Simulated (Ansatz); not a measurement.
A displaced shape of singlet BH₄(-):

```csv
atom,x (Å),y (Å),z (Å)
B,-0.0246,-0.0428,0.0080
H,0.7247,0.7725,0.7167
H,0.7156,-0.7049,-0.6769
H,-0.6858,0.6923,-0.7363
H,-0.7649,-0.7066,0.7012
```

It was optimised with PBE0/def2-SVP in Ansatz (development build ahead of 0.2.0) to forces under 0.001 eV/Å, with restricted orbitals. Each step stands on the lowest determinant of that kind that the program's search found.

Question: What shape does it relax to, and how does the optimisation go?

Answer:

```csv
atom,x (Å),y (Å),z (Å)
B,-0.0070,0.0021,0.0025
H,0.6982,0.7403,0.7272
H,0.7330,-0.7372,-0.6854
H,-0.7102,0.7092,-0.7543
H,-0.7488,-0.7038,0.7226
```

Bond lengths: B1–H2 1.252 Å, B1–H3 1.252 Å, B1–H4 1.252 Å, B1–H5 1.252 Å. Angles: H2–B1–H3 109.5°, H2–B1–H4 109.5°, H2–B1–H5 109.5°, H3–B1–H4 109.5°, H3–B1–H5 109.5°, H4–B1–H5 109.5°.

```tsv
step	E − E(start) (eV)	largest force (eV/Å)
1	0.0000	1.6156
2	-0.0709	0.5805
3	-0.0818	0.0328
4	-0.0820	0.0029
5	-0.0820	0.0004
```

The optimisation ended after 5 steps with its threshold met. Caution: no diffuse functions for an anion.
